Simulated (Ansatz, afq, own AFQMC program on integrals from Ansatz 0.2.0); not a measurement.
AFQMC on a folder of integrals that Ansatz 0.2.0 wrote.

```yaml
crystal:
  periodic: [false, false, false]
  atoms:
    - {symbol: O, position_ang: [1.314928, 0.991618, -1.370473]}
    - {symbol: H, position_ang: [2.096189, 0.433826, -1.443294]}
    - {symbol: H, position_ang: [1.567884, 1.639656, -0.704932]}
basis:
  gaussian: {orbitals: def2-SVP}
magnetization: {spin_polarized: false}
correlation: {method: ccsd_t, electrons: outside_noble_gas, hamiltonian_folder: ham}
```

```sh
$ ansatz run in.yaml --threads 1 --pin off --events-out ev --progress --plain --max-ram 24576MiB --backend cuda --devices 0, --max-vram 18GiB
```

Options of the walk:

```
--method phaseless --trial hf --walkers 4000 --populations 20 --least-time 40 --time-step 0.005 --steps-per-block 20 --equilibration-blocks 112 --max-blocks 4000 --target-error 0.00051 --factor-cut 1e-05 --seed 7402 --taylor-order 6
```

Times are imaginary, in 1/Eh. The walk had a cap of 49 s. With eight or more populations the least sampling time is a fifth of least-time, and the error comes from their spread.

afq prints:

```
orbitals 23  electrons 4 4  factors 167 of 234
reference energy -75.96062291 Eh
CCSD correlation -0.21120394 Eh in 9 cycles, weight of the determinant in the CISD state 0.9457
energy of the start -75.960623 Eh
 block  time / (1/Eh)  mean weight  energy / Eh
     1     0.100  1.0013  -76.032733
     2     0.200  1.0020  -76.079775
     3     0.300  1.0019  -76.109913
     4     0.400  1.0017  -76.127875
     5     0.500  1.0015  -76.142490
     8     0.800  1.0007  -76.159814
    16     1.600  1.0001  -76.172013
    61     6.100  1.0000  -76.183161
   106    10.600  1.0002  -76.178833
   151    15.100  0.9998  -76.177352
   196    19.600  0.9999  -76.179805
   226    22.600  1.0001  -76.169407
   241    24.100  1.0000  -76.175119
   286    28.600  1.0003  -76.170360
   301    30.100  1.0005  -76.184529
   331    33.100  0.9997  -76.174213
   376    37.600  1.0002  -76.176344
   421    42.100  0.9998  -76.180110
   466    46.600  1.0001  -76.179381
   511    51.100  1.0003  -76.174484
   556    55.600  0.9998  -76.173037
   601    60.100  1.0003  -76.177305
   616    61.600  1.0002  -76.181470
error from the spread of 20 populations
energy -76.176602 +/- 0.000507 Eh
(rows thinned)
```

The run passed its tests (sampling time, drift between the halves within three errors, error under three times the target), which doesn't prove that it has relaxed.

Against this walk (error 13.8 meV) on the same determinant: CCSD(T) 47.9 meV higher, CCSDT(Q) 30.0 meV higher, CCSDTQ 30.8 meV higher, full CI (a separate run on its own orbitals, whose frozen core shifts it by up to a few meV) 30.3 meV higher, a separate phaseless walk with a CISD trial and standard settings 29.6 ± 13.9 meV higher. The error is statistical and leaves out the bias of the constraint.

Cautions: constraint bias not in the error; full CI with its own frozen core.

The walk took 32 s on 1 × NVIDIA H100 80GB HBM3 with 2 threads of AMD EPYC 7R13 Processor (Zen 3) (shared host) (the card was shared). The log's last line is the phaseless energy.

CCSDT and higher add their correlation energy to the determinant of the CCSD(T) run, since their own runs factorise the integrals more tightly (a shift of under 2 meV). A walk keeps the symmetry of its determinant, which the program's search chose and which needn't be the lowest solution, so a lower state of the same spin and another symmetry isn't excluded.
